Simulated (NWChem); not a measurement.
Species: propene (C3H6); SMILES CC=C

Program: NWChem. Pople sets run with spherical d functions. B3LYP is NWChem's, with the RPA form of VWN correlation. Each level has its own optimisation; frequencies are unscaled. Brackets give each atom's bonded neighbours.

```json
[
 {"level": "B3LYP/6-31G*", "r C–C [C(CCH)–C(CHHH)] (Å)": "1.502", "r C–C [C(CCH)–C(CHH)] (Å)": "…", "r C–H [C(CCH)–H(C)] (Å)": "…", "r C–H [C(CHH)–H(C)] (Å)": "…", "highest harmonic frequency (cm⁻¹)": "…", "lowest (cm⁻¹)": "…", "zero-point energy (kcal/mol)": "…", "dipole (D)": "…"},
 {"level": "Hartree-Fock/3-21G", "r C–C [C(CCH)–C(CHHH)] (Å)": "1.510", "r C–C [C(CCH)–C(CHH)] (Å)": "1.316", "r C–H [C(CCH)–H(C)] (Å)": "1.076", "r C–H [C(CHH)–H(C)] (Å)": "1.074", "highest harmonic frequency (cm⁻¹)": "3387", "lowest (cm⁻¹)": "196", "zero-point energy (kcal/mol)": "53.8", "dipole (D)": "0.31"},
 {"level": "PBE-D3(BJ)/def2-SVP", "r C–C [C(CCH)–C(CHHH)] (Å)": "1.499", "r C–C [C(CCH)–C(CHH)] (Å)": "1.344", "r C–H [C(CCH)–H(C)] (Å)": "1.106", "r C–H [C(CHH)–H(C)] (Å)": "1.102", "highest harmonic frequency (cm⁻¹)": "3166", "lowest (cm⁻¹)": "205", "zero-point energy (kcal/mol)": "48.4", "dipole (D)": "0.44"}
]
```

Task: Fill in the missing entries.

Result: 
- B3LYP/6-31G*, r C–C [C(CCH)–C(CHH)] (Å): 1.334
- B3LYP/6-31G*, r C–H [C(CCH)–H(C)] (Å): 1.091
- B3LYP/6-31G*, r C–H [C(CHH)–H(C)] (Å): 1.088
- B3LYP/6-31G*, highest harmonic frequency (cm⁻¹): 3235
- B3LYP/6-31G*, lowest (cm⁻¹): 210
- B3LYP/6-31G*, zero-point energy (kcal/mol): 50.2
- B3LYP/6-31G*, dipole (D): 0.35
